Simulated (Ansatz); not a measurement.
We consider bcc Ba, described by PBEsol-D3(BJ) (Ansatz, a program for electronic structure, plane waves, PAW).

Run with plane-wave cutoff 520 eV, 16×16×16 k mesh, Fermi–Dirac smearing 0.05 eV, scalar-relativistic PAW data made under PBE.

Energies at three volumes about the minimum:

```json
[
 {"V (Å³/atom)": "52.021", "E − E_lowest (meV/atom)": "0.57"},
 {"V (Å³/atom)": "53.083", "E − E_lowest (meV/atom)": "0.00"},
 {"V (Å³/atom)": "54.145", "E − E_lowest (meV/atom)": "0.72"}
]
```

Question: Fit a parabola by hand: where is the minimum, what lattice constant follows, and what is the bulk modulus?

Answer: Slopes: (0.00 − 0.57)/(53.083 − 52.021) = -0.537 and (0.72 − 0.00)/(54.145 − 53.083) = 0.678 meV/Å³. Curvature E″ = 2 × (0.678 − (-0.537))/(54.145 − 52.021) = 1.144 meV/Å⁶. From the middle of the first interval, the slope vanishes at V0 = 52.5520 − (-0.537)/1.144 = 53.021 Å³/atom. B = V0 E″ = 53.021 × 1.144 meV/Å³ × 0.1602 GPa per meV/Å³ = 9.72 GPa. With 2 atoms in the cube, a = (2 × 53.021)^(1/3) = 4.733 Å. The full Birch–Murnaghan fit to all volumes gives V0 = 53.009 Å³/atom and B0 = 9.71 GPa.

Measured, for comparison: bulk modulus 9.34 GPa (corrected for temperature and zero-point phonon effects, our sources range from 9.34 to 10.6; as tabulated in Levämäki et al. (2014), arXiv:1402.3671); lattice constant a 4.995 Å (low-temperature or extrapolated to 0 K; zero-point anharmonic expansion removed, our sources range from 4.995 to 5.004; as tabulated in Csonka et al. (2009), arXiv:0903.4037). Computed (rounded) less measured: bulk modulus +4 % (inside the range of the sources held).
